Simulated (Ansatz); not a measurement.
A short molecular-dynamics run on C3H5NO (`COC#CN`).

```yaml
crystal:
  periodic: [false, false, false]
  atoms:
    - {symbol: C, position_ang: [-1.339197, -1.580275, -0.130100]}
    - {symbol: O, position_ang: [-0.093194, -1.341269, 0.528486]}
    - {symbol: C, position_ang: [0.410584, -0.160748, 0.315857]}
    - {symbol: C, position_ang: [0.904060, 0.920550, 0.140880]}
    - {symbol: N, position_ang: [1.410647, 2.150951, -0.092417]}
    - {symbol: H, position_ang: [-2.090161, -0.865058, 0.213091]}
    - {symbol: H, position_ang: [-1.216169, -1.494342, -1.212108]}
    - {symbol: H, position_ang: [-1.635994, -2.593630, 0.135339]}
    - {symbol: H, position_ang: [1.458107, 2.750685, 0.717704]}
    - {symbol: H, position_ang: [2.274616, 2.162034, -0.613632]}
basis:
  gaussian: {orbitals: "6-31G*"}
magnetization: {spin_polarized: true, initial_magnetization: 0}
hamiltonian: {xc: {name: BLYP}, dispersion: d4}
md: {timestep: 0.5 fs, n_steps: 30, ensemble: nvt_langevin, temperature: 300, initial_velocities: maxwell_boltzmann, friction: 0.01, seed: 754}
```

```sh
$ ansatz run in.yaml --threads 2 --pin off --events-out ev --progress --plain --max-ram 4352MiB
```

```
step  time (fs)  potential energy (eV)  kinetic (eV)  T (K)  conserved (eV)
   0        0.0             -6724.2925        0.3490    270               –
   1        0.5             -6724.2909        0.3638    281               –
   2        1.0             -6724.2694        0.3294    255               –
   3        1.5             -6724.2380        0.2903    225               –
   4        2.0             -6724.2069        0.2705    209               –
   5        2.5             -6724.1838        0.2384    184               –
   6        3.0             -6724.1746        0.2205    171               –
   7        3.5             -6724.1798        0.2261    175               –
   8        4.0             -6724.1930        0.2498    193               –
   9        4.5             -6724.2082        0.2653    205               –
  10        5.0             -6724.2203        0.2774    215               –
  11        5.5             -6724.2242        0.2971    230               –
  12        6.0             -6724.2142        0.2841    220               –
  13        6.5             -6724.1899        0.2721    211               –
  14        7.0             -6724.1581        0.2435    188               –
  15        7.5             -6724.1344        0.2265    175               –
  16        8.0             -6724.1339        0.2209    171               –
  17        8.5             -6724.1590        0.2394    185               –
  18        9.0             -6724.2011        0.2713    210               –
  19        9.5             -6724.2448        0.3149    244               –
  20       10.0             -6724.2741        0.3566    276               –
  21       10.5             -6724.2800        0.3478    269               –
  22       11.0             -6724.2627        0.3291    255               –
  23       11.5             -6724.2311        0.2857    221               –
  24       12.0             -6724.1961        0.2522    195               –
  25       12.5             -6724.1652        0.2187    169               –
  26       13.0             -6724.1469        0.2013    156               –
  27       13.5             -6724.1429        0.1955    151               –
  28       14.0             -6724.1492        0.2075    161               –
  29       14.5             -6724.1625        0.2071    160               –
  30       15.0             -6724.1758        0.2282    177               –
```

Velocities are drawn at the set temperature; a run this short doesn't reach equilibrium.

Frames (Å, forces in eV/Å):

```xyz
10
time=0.0 fs
C    -1.339   -1.580   -0.130   -0.410   -0.112   -0.202
O    -0.093   -1.341    0.528    0.286   -0.969    0.603
C     0.411   -0.161    0.316   -0.317   -0.800    0.159
C     0.904    0.921    0.141    0.522    1.139   -0.183
N     1.411    2.151   -0.092   -0.313    0.340   -0.342
H    -2.090   -0.865    0.213   -0.300    0.229    0.075
H    -1.216   -1.494   -1.212   -0.018    0.027   -0.383
H    -1.636   -2.594    0.135   -0.123   -0.344    0.076
H     1.458    2.751    0.718    0.105    0.412    0.477
H     2.275    2.162   -0.614    0.569    0.078   -0.280
10
time=0.5 fs
C    -1.340   -1.585   -0.130   -0.282   -0.274   -0.281
O    -0.093   -1.341    0.529    0.308   -0.930    0.579
C     0.412   -0.159    0.315   -0.435   -1.008    0.173
C     0.903    0.924    0.142    0.517    1.109   -0.196
N     1.409    2.152   -0.093    0.480    0.241   -1.053
H    -2.081   -0.867    0.206   -0.477    0.347    0.163
H    -1.218   -1.500   -1.212    0.010    0.019   -0.395
H    -1.646   -2.602    0.130   -0.033   -0.185    0.096
H     1.462    2.740    0.717    0.136    0.617    0.724
H     2.299    2.158   -0.615   -0.225    0.064    0.190
10
time=1.0 fs
C    -1.341   -1.590   -0.129   -0.176   -0.412   -0.380
O    -0.093   -1.341    0.530    0.321   -0.902    0.551
C     0.414   -0.157    0.315   -0.510   -1.126    0.174
C     0.902    0.927    0.144    0.472    0.997   -0.196
N     1.407    2.154   -0.094    1.141    0.198   -1.570
H    -2.073   -0.867    0.199   -0.627    0.442    0.236
H    -1.221   -1.506   -1.212    0.038    0.015   -0.375
H    -1.657   -2.610    0.125    0.055   -0.032    0.123
H     1.467    2.730    0.719    0.174    0.748    0.868
H     2.322    2.152   -0.617   -0.887    0.072    0.568
10
time=1.5 fs
C    -1.342   -1.594   -0.129   -0.105   -0.522   -0.492
O    -0.093   -1.341    0.532    0.328   -0.880    0.524
C     0.415   -0.156    0.314   -0.537   -1.142    0.164
C     0.902    0.930    0.145    0.389    0.800   -0.185
N     1.406    2.156   -0.095    1.648    0.217   -1.890
H    -2.067   -0.867    0.192   -0.742    0.509    0.296
H    -1.222   -1.511   -1.214    0.065    0.005   -0.327
H    -1.667   -2.618    0.119    0.138    0.115    0.148
H     1.472    2.721    0.723    0.204    0.814    0.926
H     2.343    2.148   -0.619   -1.388    0.084    0.836
10
time=2.0 fs
C    -1.342   -1.599   -0.129   -0.081   -0.564   -0.620
O    -0.093   -1.342    0.533    0.328   -0.860    0.495
C     0.416   -0.155    0.313   -0.527   -1.081    0.144
C     0.901    0.934    0.147    0.272    0.526   -0.161
N     1.404    2.157   -0.096    2.034    0.318   -2.021
H    -2.062   -0.865    0.184   -0.798    0.518    0.334
H    -1.224   -1.516   -1.217    0.089   -0.009   -0.245
H    -1.677   -2.626    0.113    0.211    0.246    0.176
H     1.478    2.714    0.729    0.217    0.811    0.891
H     2.360    2.144   -0.618   -1.746    0.094    1.006
10
time=2.5 fs
C    -1.343   -1.604   -0.129   -0.114   -0.506   -0.743
O    -0.093   -1.342    0.534    0.313   -0.838    0.460
C     0.417   -0.155    0.312   -0.482   -0.947    0.116
C     0.901    0.938    0.148    0.120    0.177   -0.123
N     1.402    2.159   -0.098    2.322    0.492   -1.992
H    -2.060   -0.862    0.176   -0.773    0.454    0.344
H    -1.226   -1.521   -1.221    0.115   -0.022   -0.141
H    -1.685   -2.633    0.107    0.267    0.338    0.214
H     1.485    2.708    0.736    0.211    0.751    0.776
H     2.374    2.141   -0.615   -1.978    0.101    1.092
10
time=3.0 fs
C    -1.343   -1.608   -0.129   -0.183   -0.377   -0.867
O    -0.093   -1.343    0.536    0.286   -0.812    0.420
C     0.417   -0.154    0.311   -0.417   -0.768    0.087
C     0.902    0.941    0.149   -0.054   -0.216   -0.079
N     1.401    2.160   -0.099    2.501    0.718   -1.811
H    -2.061   -0.858    0.168   -0.690    0.344    0.332
H    -1.228   -1.526   -1.225    0.135   -0.038   -0.014
H    -1.693   -2.638    0.102    0.313    0.398    0.251
H     1.492    2.704    0.744    0.185    0.645    0.587
H     2.382    2.138   -0.609   -2.074    0.106    1.094
10
time=3.5 fs
C    -1.344   -1.613   -0.129   -0.282   -0.194   -0.984
O    -0.093   -1.344    0.538    0.244   -0.795    0.378
C     0.418   -0.154    0.310   -0.340   -0.561    0.056
C     0.902    0.945    0.151   -0.234   -0.619   -0.033
N     1.400    2.162   -0.101    2.571    1.000   -1.464
H    -2.064   -0.853    0.161   -0.557    0.188    0.300
H    -1.228   -1.530   -1.231    0.145   -0.055    0.136
H    -1.700   -2.643    0.097    0.355    0.446    0.283
H     1.499    2.702    0.753    0.138    0.483    0.302
H     2.385    2.136   -0.601   -2.041    0.107    1.026
10
time=4.0 fs
C    -1.345   -1.618   -0.130   -0.390    0.046   -1.077
O    -0.092   -1.345    0.540    0.185   -0.794    0.332
C     0.419   -0.155    0.309   -0.242   -0.312    0.020
C     0.903    0.949    0.152   -0.419   -1.031    0.011
N     1.399    2.164   -0.103    2.535    1.303   -0.998
H    -2.068   -0.848    0.154   -0.393    0.001    0.257
H    -1.228   -1.535   -1.236    0.155   -0.075    0.282
H    -1.706   -2.647    0.093    0.385    0.469    0.312
H     1.507    2.702    0.764    0.072    0.295   -0.033
H     2.382    2.135   -0.591   -1.889    0.100    0.894
10
time=4.5 fs
C    -1.345   -1.623   -0.130   -0.496    0.342   -1.141
O    -0.091   -1.346    0.542    0.123   -0.798    0.285
C     0.419   -0.155    0.308   -0.140   -0.055   -0.015
C     0.904    0.952    0.152   -0.585   -1.406    0.047
N     1.399    2.166   -0.105    2.377    1.589   -0.447
H    -2.072   -0.843    0.148   -0.217   -0.200    0.211
H    -1.229   -1.539   -1.241    0.167   -0.095    0.401
H    -1.711   -2.650    0.091    0.395    0.440    0.346
H     1.515    2.701    0.775   -0.010    0.103   -0.382
H     2.375    2.136   -0.578   -1.613    0.079    0.695
10
time=5.0 fs
C    -1.345   -1.627   -0.131   -0.591    0.666   -1.175
O    -0.091   -1.347    0.544    0.068   -0.795    0.241
C     0.419   -0.156    0.307   -0.033    0.212   -0.049
C     0.904    0.955    0.153   -0.740   -1.750    0.075
N     1.399    2.168   -0.108    2.061    1.808    0.130
H    -2.077   -0.837    0.142   -0.043   -0.394    0.165
H    -1.229   -1.543   -1.244    0.178   -0.111    0.481
H    -1.714   -2.650    0.089    0.384    0.364    0.383
H     1.523    2.701    0.786   -0.094   -0.049   -0.680
H     2.364    2.137   -0.564   -1.190    0.050    0.428
10
time=5.5 fs
C    -1.346   -1.632   -0.131   -0.644    0.995   -1.186
O    -0.090   -1.348    0.545    0.017   -0.791    0.200
C     0.420   -0.157    0.305    0.087    0.503   -0.084
C     0.905    0.957    0.154   -0.896   -2.081    0.100
N     1.400    2.172   -0.110    1.558    1.934    0.693
H    -2.081   -0.833    0.136    0.104   -0.560    0.128
H    -1.228   -1.548   -1.246    0.186   -0.127    0.527
H    -1.717   -2.650    0.089    0.353    0.246    0.420
H     1.530    2.700    0.794   -0.170   -0.139   -0.884
H     2.349    2.138   -0.550   -0.595    0.020    0.086
10
time=6.0 fs
C    -1.346   -1.637   -0.133   -0.651    1.314   -1.169
O    -0.089   -1.350    0.547   -0.034   -0.780    0.157
C     0.419   -0.159    0.304    0.187    0.748   -0.112
C     0.906    0.959    0.155   -1.020   -2.324    0.113
N     1.400    2.175   -0.112    0.890    1.972    1.243
H    -2.085   -0.830    0.132    0.221   -0.691    0.097
H    -1.226   -1.552   -1.248    0.190   -0.141    0.541
H    -1.718   -2.649    0.089    0.311    0.099    0.456
H     1.537    2.699    0.801   -0.237   -0.186   -1.017
H     2.333    2.138   -0.535    0.142   -0.012   -0.310
10
time=6.5 fs
C    -1.347   -1.642   -0.134   -0.614    1.596   -1.133
O    -0.087   -1.352    0.549   -0.086   -0.749    0.109
C     0.419   -0.159    0.303    0.262    0.928   -0.129
C     0.906    0.961    0.157   -1.109   -2.476    0.115
N     1.401    2.179   -0.113    0.090    1.932    1.744
H    -2.088   -0.830    0.127    0.310   -0.783    0.073
H    -1.224   -1.556   -1.249    0.189   -0.154    0.537
H    -1.719   -2.647    0.090    0.263   -0.058    0.486
H     1.543    2.697    0.804   -0.288   -0.186   -1.065
H     2.317    2.138   -0.521    0.983   -0.049   -0.737
10
time=7.0 fs
C    -1.348   -1.647   -0.136   -0.535    1.805   -1.064
O    -0.086   -1.354    0.550   -0.140   -0.699    0.059
C     0.419   -0.160    0.302    0.305    1.030   -0.134
C     0.907    0.962    0.158   -1.150   -2.522    0.101
N     1.402    2.183   -0.115   -0.769    1.813    2.150
H    -2.091   -0.831    0.124    0.367   -0.829    0.056
H    -1.221   -1.561   -1.248    0.181   -0.164    0.505
H    -1.719   -2.646    0.092    0.216   -0.201    0.503
H     1.547    2.695    0.804   -0.320   -0.136   -1.018
H     2.303    2.139   -0.509    1.845   -0.096   -1.158
10
time=7.5 fs
C    -1.349   -1.651   -0.138   -0.437    1.921   -0.952
O    -0.084   -1.357    0.552   -0.188   -0.634    0.010
C     0.418   -0.160    0.301    0.308    1.035   -0.125
C     0.908    0.962    0.160   -1.131   -2.429    0.072
N     1.403    2.188   -0.115   -1.488    1.598    2.368
H    -2.093   -0.835    0.121    0.393   -0.831    0.044
H    -1.216   -1.566   -1.247    0.166   -0.173    0.442
H    -1.719   -2.645    0.097    0.185   -0.303    0.500
H     1.550    2.693    0.801   -0.326   -0.047   -0.883
H     2.292    2.139   -0.501    2.518   -0.136   -1.477
10
time=8.0 fs
C    -1.351   -1.655   -0.141   -0.305    1.964   -0.840
O    -0.083   -1.359    0.553   -0.229   -0.558   -0.036
C     0.418   -0.160    0.300    0.274    0.954   -0.104
C     0.908    0.962    0.162   -1.063   -2.219    0.036
N     1.404    2.193   -0.115   -1.854    1.297    2.313
H    -2.094   -0.841    0.117    0.379   -0.785    0.046
H    -1.210   -1.572   -1.246    0.146   -0.186    0.373
H    -1.719   -2.645    0.103    0.159   -0.382    0.484
H     1.551    2.693    0.796   -0.312    0.074   -0.661
H     2.289    2.138   -0.496    2.805   -0.160   -1.611
10
time=8.5 fs
C    -1.353   -1.658   -0.143   -0.119    1.914   -0.748
O    -0.081   -1.361    0.554   -0.268   -0.472   -0.078
C     0.417   -0.160    0.299    0.211    0.807   -0.073
C     0.908    0.962    0.163   -0.958   -1.931   -0.004
N     1.405    2.198   -0.115   -1.820    0.941    2.009
H    -2.094   -0.849    0.113    0.312   -0.681    0.069
H    -1.204   -1.577   -1.245    0.118   -0.203    0.312
H    -1.718   -2.646    0.110    0.138   -0.428    0.454
H     1.552    2.692    0.789   -0.283    0.213   -0.392
H     2.293    2.136   -0.493    2.669   -0.159   -1.548
10
time=9.0 fs
C    -1.355   -1.662   -0.145    0.092    1.765   -0.624
O    -0.080   -1.363    0.555   -0.301   -0.369   -0.120
C     0.416   -0.160    0.298    0.120    0.592   -0.034
C     0.907    0.961    0.165   -0.821   -1.577   -0.048
N     1.405    2.203   -0.115   -1.455    0.543    1.532
H    -2.093   -0.859    0.108    0.204   -0.525    0.104
H    -1.197   -1.583   -1.242    0.092   -0.215    0.214
H    -1.716   -2.648    0.117    0.127   -0.441    0.413
H     1.553    2.692    0.782   -0.238    0.351   -0.115
H     2.302    2.132   -0.495    2.178   -0.124   -1.322
10
time=9.5 fs
C    -1.356   -1.664   -0.148    0.303    1.533   -0.422
O    -0.078   -1.366    0.556   -0.327   -0.248   -0.165
C     0.416   -0.159    0.297    0.006    0.320    0.015
C     0.906    0.959    0.167   -0.653   -1.162   -0.100
N     1.405    2.208   -0.115   -0.877    0.120    0.969
H    -2.092   -0.870    0.105    0.074   -0.335    0.141
H    -1.190   -1.590   -1.238    0.075   -0.214    0.048
H    -1.713   -2.650    0.126    0.124   -0.427    0.360
H     1.554    2.693    0.775   -0.184    0.472    0.140
H     2.316    2.127   -0.500    1.459   -0.059   -0.987
10
time=10.0 fs
C    -1.358   -1.666   -0.151    0.507    1.199   -0.141
O    -0.076   -1.369    0.557   -0.345   -0.109   -0.211
C     0.416   -0.158    0.296   -0.111    0.028    0.069
C     0.906    0.958    0.170   -0.473   -0.724   -0.151
N     1.405    2.213   -0.115   -0.240   -0.311    0.389
H    -2.091   -0.882    0.102   -0.077   -0.122    0.179
H    -1.183   -1.598   -1.231    0.064   -0.206   -0.181
H    -1.710   -2.652    0.136    0.132   -0.356    0.287
H     1.554    2.695    0.769   -0.127    0.578    0.378
H     2.333    2.123   -0.506    0.671    0.023   -0.619
10
time=10.5 fs
C    -1.360   -1.668   -0.153    0.703    0.807    0.182
O    -0.075   -1.371    0.558   -0.357    0.036   -0.256
C     0.416   -0.158    0.294   -0.233   -0.275    0.127
C     0.905    0.957    0.172   -0.291   -0.280   -0.196
N     1.405    2.218   -0.115    0.366   -0.722   -0.144
H    -2.089   -0.893    0.100   -0.241    0.100    0.216
H    -1.174   -1.606   -1.224    0.054   -0.199   -0.433
H    -1.706   -2.656    0.148    0.152   -0.239    0.192
H     1.556    2.699    0.763   -0.072    0.652    0.572
H     2.351    2.117   -0.514   -0.082    0.120   -0.259
10
time=11.0 fs
C    -1.362   -1.669   -0.156    0.883    0.411    0.499
O    -0.073   -1.374    0.559   -0.363    0.185   -0.297
C     0.416   -0.157    0.293   -0.361   -0.593    0.187
C     0.904    0.955    0.174   -0.108    0.162   -0.240
N     1.405    2.223   -0.115    0.883   -1.077   -0.562
H    -2.088   -0.903    0.100   -0.392    0.302    0.243
H    -1.165   -1.612   -1.218    0.033   -0.202   -0.652
H    -1.703   -2.660    0.160    0.181   -0.090    0.075
H     1.557    2.704    0.758   -0.024    0.682    0.687
H     2.369    2.111   -0.522   -0.733    0.218    0.060
10
time=11.5 fs
C    -1.364   -1.670   -0.158    1.046    0.020    0.753
O    -0.071   -1.377    0.561   -0.363    0.343   -0.339
C     0.416   -0.157    0.291   -0.477   -0.889    0.244
C     0.904    0.954    0.175    0.055    0.559   -0.276
N     1.405    2.227   -0.116    1.267   -1.367   -0.847
H    -2.088   -0.911    0.099   -0.515    0.466    0.258
H    -1.154   -1.618   -1.215   -0.005   -0.210   -0.779
H    -1.698   -2.666    0.174    0.211    0.094   -0.060
H     1.558    2.711    0.755    0.011    0.675    0.735
H     2.385    2.106   -0.529   -1.230    0.309    0.309
10
time=12.0 fs
C    -1.365   -1.670   -0.160    1.207   -0.354    0.896
O    -0.070   -1.379    0.562   -0.373    0.483   -0.378
C     0.416   -0.157    0.290   -0.548   -1.087    0.287
C     0.904    0.953    0.177    0.177    0.859   -0.301
N     1.406    2.231   -0.117    1.531   -1.582   -0.996
H    -2.088   -0.918    0.098   -0.611    0.595    0.264
H    -1.144   -1.625   -1.214   -0.064   -0.217   -0.782
H    -1.694   -2.671    0.187    0.235    0.293   -0.196
H     1.558    2.718    0.753    0.030    0.630    0.712
H     2.399    2.102   -0.534   -1.585    0.382    0.493
10
time=12.5 fs
C    -1.367   -1.671   -0.162    1.363   -0.655    0.959
O    -0.068   -1.382    0.563   -0.396    0.590   -0.411
C     0.416   -0.157    0.290   -0.575   -1.185    0.317
C     0.904    0.952    0.178    0.268    1.077   -0.314
N     1.407    2.235   -0.118    1.701   -1.708   -1.000
H    -2.089   -0.923    0.097   -0.670    0.677    0.256
H    -1.133   -1.631   -1.216   -0.138   -0.223   -0.706
H    -1.688   -2.677    0.199    0.242    0.461   -0.319
H     1.558    2.728    0.753    0.028    0.529    0.596
H     2.409    2.099   -0.537   -1.822    0.435    0.622
10
time=13.0 fs
C    -1.368   -1.672   -0.164    1.464   -0.826    0.992
O    -0.067   -1.384    0.564   -0.424    0.673   -0.445
C     0.416   -0.158    0.289   -0.576   -1.220    0.339
C     0.904    0.952    0.179    0.337    1.247   -0.318
N     1.408    2.238   -0.119    1.758   -1.754   -0.870
H    -2.091   -0.925    0.097   -0.654    0.679    0.219
H    -1.122   -1.638   -1.219   -0.219   -0.223   -0.587
H    -1.681   -2.681    0.210    0.231    0.578   -0.420
H     1.557    2.740    0.754    0.007    0.375    0.398
H     2.415    2.097   -0.539   -1.925    0.471    0.693
10
time=13.5 fs
C    -1.369   -1.673   -0.166    1.493   -0.906    1.014
O    -0.065   -1.385    0.565   -0.454    0.735   -0.480
C     0.416   -0.159    0.288   -0.538   -1.167    0.351
C     0.905    0.951    0.180    0.371    1.330   -0.315
N     1.410    2.241   -0.120    1.704   -1.729   -0.628
H    -2.095   -0.926    0.097   -0.566    0.602    0.155
H    -1.112   -1.646   -1.223   -0.300   -0.218   -0.437
H    -1.674   -2.685    0.220    0.213    0.678   -0.511
H     1.557    2.753    0.756   -0.028    0.192    0.152
H     2.415    2.097   -0.539   -1.894    0.483    0.700
10
time=14.0 fs
C    -1.369   -1.675   -0.168    1.446   -0.891    1.026
O    -0.064   -1.387    0.566   -0.489    0.777   -0.510
C     0.415   -0.160    0.287   -0.455   -1.009    0.348
C     0.905    0.952    0.182    0.357    1.304   -0.303
N     1.412    2.244   -0.121    1.555   -1.653   -0.319
H    -2.102   -0.925    0.099   -0.396    0.443    0.061
H    -1.103   -1.654   -1.228   -0.383   -0.203   -0.260
H    -1.666   -2.688    0.230    0.188    0.754   -0.587
H     1.557    2.766    0.758   -0.072    0.006   -0.104
H     2.411    2.099   -0.537   -1.751    0.472    0.648
10
time=14.5 fs
C    -1.369   -1.676   -0.169    1.350   -0.752    1.002
O    -0.063   -1.388    0.567   -0.525    0.804   -0.536
C     0.415   -0.162    0.286   -0.341   -0.782    0.335
C     0.906    0.952    0.183    0.305    1.192   -0.287
N     1.415    2.247   -0.123    1.286   -1.558    0.017
H    -2.110   -0.922    0.101   -0.166    0.227   -0.055
H    -1.095   -1.663   -1.233   -0.467   -0.177   -0.067
H    -1.659   -2.688    0.237    0.150    0.760   -0.622
H     1.557    2.778    0.760   -0.112   -0.153   -0.323
H     2.404    2.101   -0.533   -1.480    0.440    0.537
10
time=15.0 fs
C    -1.368   -1.678   -0.170    1.270   -0.551    0.927
O    -0.061   -1.389    0.568   -0.561    0.815   -0.555
C     0.414   -0.163    0.285   -0.200   -0.491    0.312
C     0.907    0.953    0.184    0.216    0.997   -0.268
N     1.418    2.249   -0.124    0.865   -1.448    0.381
H    -2.118   -0.919    0.102    0.062    0.011   -0.166
H    -1.087   -1.672   -1.239   -0.551   -0.146    0.134
H    -1.651   -2.687    0.241    0.096    0.701   -0.621
H     1.556    2.788    0.761   -0.143   -0.275   -0.501
H     2.392    2.104   -0.527   -1.054    0.386    0.357
```

Hardware: 2 threads of an Arm Neoverse V2 on a shared host. Wall time 55 s, peak host memory 0.14 GiB.
